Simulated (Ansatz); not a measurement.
**Multireference treatment of C₄H₆, singlet**

Program: Ansatz, Gaussian basis, development build. Basis aug-cc-pVDZ, nonrelativistic, no frozen core. State-specific CASSCF; RHF is the lowest restricted (open-shell) Hartree–Fock solution met. Solutions may break the symmetry of the shape. No proof that the lowest CASSCF solution was found.

Geometry:

```xyz
10

C     0.0052   -0.7608   -0.6727
C    -0.0052   -0.7608    0.6727
C     0.0088    0.6758   -1.1435
C    -0.0088    0.6758    1.1435
H     0.0109   -1.5474   -1.4224
H    -0.0109   -1.5474    1.4224
H    -0.9456    1.2068   -1.0649
H     0.4252    0.8508   -2.1409
H     0.9456    1.2068    1.0649
H    -0.4252    0.8508    2.1409
```

Problem. What do CASSCF and its corrections give against RHF in CAS(4,4), and what are the occupations?

Solution. CASSCF -2.196 eV, SC-NEVPT2 -16.475 eV; occupations 1.92, 1.69, 0.31, 0.08.

Problem. Roughly how much CPU time does a whole run from the default start take (median of such runs, summed over threads; nearly all runs on one pinned thread of a shared server, mostly Xeon at 2.3 to 2.6 GHz, by a development driver)?

Solution. CAS(4,4): about 11 s. Other jobs ran beside these, and the count of passes differs.
